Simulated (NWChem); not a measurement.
**methane (CH4)**

SMILES: C
```xyz
5

C      0.0000     0.0000     0.0000
H      0.0000     0.8966     0.6340
H      0.0000    -0.8966     0.6340
H     -0.8966     0.0000    -0.6340
H      0.8966     0.0000    -0.6340
```
Charge 0, spin multiplicity 1.

Program: NWChem. Structure: optimised with PBE0/def2-SVP, a minimum by its harmonic frequencies.

Symmetry labels belong to the abelian group C2v used in the runs, with the axes of the coordinates shown; states degenerate in a higher group split over its labels.

### Question
List the lowest 3 singlet excitations that CIS/def2-SVPD gives, with oscillator strengths.

### Answer
```csv
state,symmetry,energy (eV),wavelength (nm),f
1,a1,11.60,107,0.215
2,b2,11.60,107,0.215
3,b1,11.60,107,0.215
```
